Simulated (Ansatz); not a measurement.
The inner images of a band of C₂H₄S (7 atoms, charge 0, multiplicity 1) are given out of order.

Method: Ansatz 0.2.0, RKS PBE0/def2-SVP.

First end point:

```xyz
7
Properties=species:S:1:pos:R:3
C -0.955 0.321 -0.536
C 0.225 0.152 0.066
S 0.803 -1.395 0.672
H -1.653 -0.505 -0.698
H -1.254 1.312 -0.885
H 0.902 0.999 0.214
H 1.993 -0.952 1.121
```

Last end point:

```xyz
7
Properties=species:S:1:pos:R:3
C -0.760 0.315 -0.447
C 0.444 0.407 0.124
S 1.411 -0.860 0.849
H -1.303 -0.631 -0.525
H -1.239 1.206 -0.860
H 0.958 1.373 0.183
H 0.550 -1.878 0.630
```

Q: Put them in order from the first end to the last, with their energies above the first end.
A.
```xyz
7
Properties=species:S:1:pos:R:3
C -0.549 0.282 -0.757
C 0.036 0.365 0.439
S 0.628 -0.985 1.423
H -0.741 -0.675 -1.252
H -0.852 1.192 -1.281
H 0.177 1.342 0.915
H 1.362 -1.589 0.466
```
B.
```xyz
7
Properties=species:S:1:pos:R:3
C -0.851 0.303 -0.647
C 0.174 0.229 0.203
S 0.620 -1.274 1.012
H -1.406 -0.589 -0.952
H -1.164 1.266 -1.059
H 0.729 1.127 0.498
H 1.959 -1.131 0.900
```
C.
```xyz
7
Properties=species:S:1:pos:R:3
C -0.710 0.289 -0.711
C 0.103 0.317 0.344
S 0.540 -1.156 1.245
H -1.099 -0.655 -1.102
H -1.000 1.215 -1.218
H 0.484 1.268 0.735
H 1.744 -1.346 0.660
```
D.
```xyz
7
Properties=species:S:1:pos:R:3
C -0.467 0.290 -0.779
C 0.025 0.376 0.459
S 0.727 -0.894 1.451
H -0.517 -0.651 -1.334
H -0.841 1.188 -1.278
H 0.024 1.336 0.986
H 1.110 -1.713 0.449
```
E.
```xyz
7
Properties=species:S:1:pos:R:3
C -0.783 0.295 -0.685
C 0.141 0.277 0.276
S 0.564 -1.213 1.138
H -1.252 -0.629 -1.033
H -1.090 1.236 -1.149
H 0.613 1.204 0.623
H 1.869 -1.239 0.785
```
F.
```xyz
7
Properties=species:S:1:pos:R:3
C -0.633 0.285 -0.733
C 0.065 0.346 0.400
S 0.551 -1.088 1.341
H -0.938 -0.672 -1.167
H -0.910 1.200 -1.266
H 0.343 1.315 0.831
H 1.583 -1.454 0.549
```
G.
```xyz
7
Properties=species:S:1:pos:R:3
C -0.910 0.312 -0.598
C 0.199 0.181 0.133
S 0.704 -1.341 0.859
H -1.548 -0.542 -0.845
H -1.214 1.295 -0.965
H 0.824 1.050 0.364
H 2.006 -1.024 1.006
```

A: G (+0.1 kcal/mol), B (+0.5 kcal/mol), E (+1.5 kcal/mol), C (+2.5 kcal/mol), F (+3.0 kcal/mol), A (+2.2 kcal/mol), D (+0.3 kcal/mol).

Run time: 2.2 min on 1 thread of Arm Neoverse N1, on a shared host, peak memory 0.14 GiB.
